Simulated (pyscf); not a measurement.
Single points on ωB97X-D3(BJ)/def2-SVP structures (PySCF, gas phase). Correlated levels are frozen-core, on RHF or UHF. ΔMP2 is the change of the MP2 total energy from the triple- to the quadruple-zeta basis.

SMILES: [GeH3][O]C
```xyz
9

C     -0.2715     1.5194    -1.0221
O      0.4363     0.3406    -0.7315
Ge    -0.4627    -1.1921    -0.6097
H      0.4422     2.3583    -1.0598
H     -1.0314     1.7557    -0.2506
H     -0.7879     1.4702    -2.0017
H     -1.5081    -1.0726     0.5161
H      0.5919    -2.2550    -0.2955
H     -1.1699    -1.4666    -1.9511
```

Task: What is the homolytic dissociation enthalpy (298 K, CCSD(T)/def2-TZVPP + ΔMP2(QZVPP)) of the C–O bond of H₃C–O–GeH₃ (SMILES C[O][GeH3]), to CH₃• + •O–GeH₃?

Result: C–O to CH₃• + •O–GeH₃: 382.3 kJ/mol. •O–GeH₃ lies 138.3 kJ/mol over its isomer HO–GeH₂•, and others may lie lower still (electronic energy, ωB97M-D3(BJ)). The CCSD(T) − MP2 part came from Ansatz, without density fitting, on the same reference. The frozen core leaves the outer d or s,p core shells of the metals and heavy elements correlated in the MP2 and CC values, and def2-TZVPP describes them poorly, which can shift differences by a few kcal/mol. Elements up to Kr have no core potential and no relativistic terms here.
